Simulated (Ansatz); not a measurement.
The same path of AlH5O (7 atoms, charge 0, multiplicity 1) was run twice with different band settings. Lost on the way: Al1–H2, O5–H7. Made: H2–H7.

Method: RKS PBE0-D4/def2-mTZVP (Ansatz).

Relaxed end points:

```xyz
7
Properties=species:S:1:pos:R:3
Al 0.040 0.039 0.097
H -0.059 0.613 1.593
H 1.401 0.253 -0.705
H -1.323 -0.120 -0.736
O 0.137 -1.925 0.653
H -0.648 -2.389 0.335
H 0.123 -1.996 1.617
```

```xyz
7
Properties=species:S:1:pos:R:3
Al 0.040 -0.578 -0.364
H -0.068 0.262 2.143
H 1.426 0.160 -0.532
H -1.373 0.134 -0.498
O 0.127 -2.263 -0.113
H -0.663 -2.803 -0.033
H 0.183 -0.436 2.250
```

Common settings: movable images 7; spring 5.0 eV/Å²; start path through a guess of the saddle point; force threshold 0.05 eV/Å; iteration limit 60; end points relaxed.

| run | climbing image | optimiser |
| --- | --- | --- |
| 1 | yes | quadratic models (default) |
| 2 | from the first iteration | lbfgs |

Q: What does each run give, and how far can it be trusted?

A: Run 1: converged after 9 iterations, highest image 0.724 eV above the first end. A vibrational analysis at the climbing image gives one clearly imaginary mode, 1334i cm⁻¹: a first-order saddle point.
Run 2: converged after 43 iterations, highest image 0.725 eV above the first end. Another band between the same ends (7 images) ends at a top of the same energy, where a vibrational analysis finds 1 clearly imaginary mode.
The orbitals stay closed-shell, which can raise the energy where a bond breaks towards radicals; this wasn't checked here.
